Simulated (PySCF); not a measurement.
# Ionisation energy of Ar by level of theory

Ar [Ar] (1S) → Ar⁺ [Ne] 3s2 3p5 (2P), as a difference of total energies. Calculation: PySCF 2.14, in ANO-RCC-VTZP (5s4p2d1f, 34 functions); scalar relativity by spin-free X2C-1e. Correlated levels: valence: [Ne] frozen; valence and next inner shell: 1s2 frozen. The calculations carry no spin-orbit coupling.

| method | ionisation energy (eV) | plus first-order spin-orbit estimate | error of that sum (eV) |
| --- | --- | --- | --- |
| UHF | 14.543 | 14.487 | -1.273 |
| LDA | 16.015 | 15.959 | +0.199 |
| PBE | 15.700 | 15.644 | -0.116 |
| PBE0 | 15.712 | 15.656 | -0.104 |
| r2SCAN | 15.752 | 15.696 | -0.064 |
| BHandHLYP | 15.614 | 15.558 | -0.202 |
| CAM-B3LYP | 15.799 | 15.743 | -0.017 |
| B3LYP | 15.792 | 15.736 | -0.024 |
| TPSSh | 15.698 | 15.642 | -0.118 |
| MP2 (valence) | 15.694 | 15.638 | -0.122 |
| SCS-MP2 (valence) | 15.588 | 15.532 | -0.228 |
| MP2 (valence and next inner shell) | 15.697 | 15.641 | -0.119 |
| SCS-MP2 (valence and next inner shell) | 15.590 | 15.534 | -0.226 |

Reference: 15.760 eV (measured; NIST Atomic Spectra Database, ionization energies).

A first-order spin-orbit estimate (lowest level to lowest level, LS coupling) adds -0.056 eV.

Errors of the correlated levels include the incompleteness of this basis and the frozen core.
